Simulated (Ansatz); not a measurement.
**Grey arsenic (A7) under r²SCAN: convergence with the Gaussian smearing**

How small must the Gaussian smearing width be for energy and pressure to settle? The geometry was relaxed under r²SCAN beforehand and stays fixed; 7 values are run, from 0.01 to 1.0 eV. Wanted are the values from which on the energy stays within 10 and 1 meV/atom, and the pressure within 0.5 GPa, of the narrowest run. Within the series other settings stay, but some runs also write fields, which adds to their time. Spin polarisation is left out.

Method: DFT r²SCAN, plane waves with PAW, scalar-relativistic, in Ansatz 0.2.0.

## Step 1: The system as given

Symmetry: R-3m, No. 166, trigonal system. Conventional cell: a = 3.590 Å, b = 3.590 Å, c = 15.163 Å, α = 90.00°, β = 90.00°, γ = 120.00°. As (site symmetry 3m) has 3 As at 2.48 Å as nearest neighbours.

Coordinates:

```
As
1.0
     1.79508    1.03639    5.05426
    -1.79508    1.03639    5.05426
     0.00000   -2.07278    5.05426
As
2
Cartesian
  0.0000 0.0000 11.9534
  0.0000 0.0000 3.2094
```

## Step 2: With a width of 0.01 eV

The run at 0.01 eV.

Contents of input.yaml:

```yaml
crystal:
  lattice:
    - [1.7950784285, 1.0363890139, 5.0542643309]
    - [-1.7950784285, 1.0363890139, 5.0542643309]
    - [0.0, -2.0727780278, 5.0542643309]
  atoms:
    - { symbol: As, position: [0.7883402482, 0.7883402482, 0.7883402482] }
    - { symbol: As, position: [0.2116597518, 0.2116597518, 0.2116597518] }
hamiltonian:
  xc: r2scan
  pseudopotentials:
    kind: paw
    azcp:
      As: "pseudopotentials/As.paw.azcp"
basis:
  ecutwfc: 500
  fft_grid_basis: typed
kpoints:
  mp_grid: { grid: [10, 10, 10], shift: [0, 0, 0] }
magnetization:
  spin_polarized: false
scf:
  occupations: { method: gaussian, width: 0.01 }
  lower_state_search: "off"
output:
  stress: true
```

On the command line:

```sh
$ ansatz run input.yaml --threads 2 --pin off --max-ram 5120MiB --backend cpu --events-out ev --progress --plain --runs-dir out
```

## Step 3: With a width of 0.03 eV

The run at 0.03 eV.

Changes to input.yaml since step 2:

```diff
@@ -22,3 +22,3 @@
 scf:
-  occupations: { method: gaussian, width: 0.01 }
+  occupations: { method: gaussian, width: 0.03 }
   lower_state_search: "off"
```

## Step 4: With a width of 0.1 eV

The run at 0.1 eV.

Changes to input.yaml since step 3:

```diff
@@ -22,3 +22,3 @@
 scf:
-  occupations: { method: gaussian, width: 0.03 }
+  occupations: { method: gaussian, width: 0.1 }
   lower_state_search: "off"
@@ -26 +26,5 @@
   stress: true
+  write_density: true
+  write_potential: true
+  elf: true
+  volumetric_format: npy
```

## Step 5: With a width of 0.2 eV

The run at 0.2 eV.

Changes to input.yaml since step 4:

```diff
@@ -22,3 +22,3 @@
 scf:
-  occupations: { method: gaussian, width: 0.1 }
+  occupations: { method: gaussian, width: 0.2 }
   lower_state_search: "off"
```

## Step 6: With a width of 0.3 eV

The run at 0.3 eV.

Changes to input.yaml since step 5:

```diff
@@ -22,3 +22,3 @@
 scf:
-  occupations: { method: gaussian, width: 0.2 }
+  occupations: { method: gaussian, width: 0.3 }
   lower_state_search: "off"
@@ -26,5 +26 @@
   stress: true
-  write_density: true
-  write_potential: true
-  elf: true
-  volumetric_format: npy
```

## Step 7: With a width of 0.6 eV

The run at 0.6 eV.

Changes to input.yaml since step 6:

```diff
@@ -22,3 +22,3 @@
 scf:
-  occupations: { method: gaussian, width: 0.3 }
+  occupations: { method: gaussian, width: 0.6 }
   lower_state_search: "off"
@@ -26 +26,5 @@
   stress: true
+  write_density: true
+  write_potential: true
+  elf: true
+  volumetric_format: npy
```

## Step 8: With a width of 1.0 eV

The run at 1.0 eV.

Changes to input.yaml since step 7:

```diff
@@ -22,3 +22,3 @@
 scf:
-  occupations: { method: gaussian, width: 0.6 }
+  occupations: { method: gaussian, width: 1.0 }
   lower_state_search: "off"
@@ -26,5 +26 @@
   stress: true
-  write_density: true
-  write_potential: true
-  elf: true
-  volumetric_format: npy
```

(Steps that only read results are left out.)

Q: Predict the outcome of this session.

**Answer**, as computed:

| quantity | value |
| --- | --- |
| E(σ → 0) stays within 10 meV/atom of 0.01 eV | up to 0.6 eV |
| E(σ → 0) stays within 1 meV/atom | up to 0.3 eV |
| pressure stays within 0.5 GPa | up to 1.0 eV |
| pressure at 0.01 eV | 0.01 GPa |
| energy of a separate run on a finer mesh (17×17×17) | -0.3 meV/atom from 0.01 eV |

**Reading.** At 1.0 eV the energy differs by +16.2 meV/atom and the pressure by -0.1 GPa. Over the range F shifts by -19.0 meV/atom, while E(σ → 0) shifts by +16.2. While the width stays far under the gap, it changes nothing. A run on a finer mesh agrees with the yardstick to 1 meV/atom. The cell taken over is 31 % larger than the measured one (21.53 Å³/atom, COD); without dispersion its layers, chains or molecules have drifted apart, so it no longer stands for the bulk solid.
